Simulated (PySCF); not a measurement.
Working out the electron affinity of Cl

Cl⁻ [Ar] (1S) → Cl [Ne] 3s2 3p5 (2P). Computed with PySCF 2.14 in def2-QZVPPD, with the non-relativistic Hamiltonian (point nucleus). Frozen: [Ne]. Energies in hartree (1 hartree = 27.21139 eV):

| part | Cl⁻ (lower) | Cl (upper) |
| --- | --- | --- |
| UHF | -459.576608 | -459.489559 |
| CCSD correlation | -0.239031 | -0.198576 |
| (T) | -0.010774 | -0.007347 |

Task: What does Hartree-Fock give?

Result: (-459.489559) − (-459.576608) = 0.087049 hartree = 2.369 eV.

Task: What do CCSD and CCSD(T) give?

Result: The CCSD correlation energies differ by 0.040455 hartree = 1.101 eV and the triples by 0.003427 hartree = 0.093 eV, so CCSD gives 3.470 eV and CCSD(T) 3.563 eV.

A first-order spin-orbit estimate adds -0.035 eV to CCSD(T) (valence), giving 3.528 eV against 3.613 eV (measured; photodetachment measurements, as compiled on the Wikipedia data page of electron affinities).

What remains against the reference includes basis incompleteness, the frozen core and higher excitations.
